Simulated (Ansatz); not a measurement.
The first iterations of a band of H7SSi2 (10 atoms, charge 1, multiplicity 1).

Computed with RKS r2SCAN-D4/6-31G* in Ansatz 0.2.0.

```yaml
movable_images: 7
climbing_image: yes
spring: 5.0 eV/Å²
optimiser: fire
start_path: through a guess of the saddle point
force_threshold: 0.05 eV/Å
iteration_limit: 50
end_points: relaxed
largest_step: 0.5 Å
```

First end point:

```xyz
10
Properties=species:S:1:pos:R:3
Si -1.429 0.996 -0.563
S -0.420 -1.027 -0.375
Si 1.416 -0.707 0.918
H -2.438 0.740 -1.605
H -0.358 1.942 -0.937
H -1.948 1.162 0.808
H 0.165 -1.108 -1.591
H 2.104 0.469 0.350
H 0.781 -0.477 2.229
H 2.126 -1.990 0.765
```

Last end point:

```xyz
10
Properties=species:S:1:pos:R:3
Si -1.366 1.019 -0.660
S -0.103 -0.860 -0.793
Si 1.202 -0.875 1.063
H -2.278 0.650 0.438
H -1.971 1.081 -2.002
H -0.423 2.109 -0.340
H 0.809 -0.465 -1.711
H 1.782 0.480 1.153
H 0.190 -1.183 2.091
H 2.159 -1.954 0.761
```

| iteration | highest image above the first end (eV) | largest band force component (eV/Å) |
| --- | --- | --- |
| 1 | 0.929 | 4.342 |
| 2 | 0.270 | 1.823 |
| 3 | 0.090 | 1.206 |
| 4 | 0.083 | 1.063 |
| 5 | 0.079 | 0.799 |
| 6 | 0.075 | 0.460 |
| 7 | 0.071 | 0.267 |
| 8 | 0.068 | 0.352 |
| 9 | 0.067 | 0.339 |

Question: Does the band converge within its limit, and where does its top end?

Answer: The run converged. It ended after 29 iterations with the highest image 0.051 eV above the first end. The order of the stationary point at the top wasn't checked. Limits of this set-up: the dipole of an ion depends on the origin.

Run time: 13 min on 1 thread of Arm Neoverse V2 (shared host), peak memory 0.13 GiB.
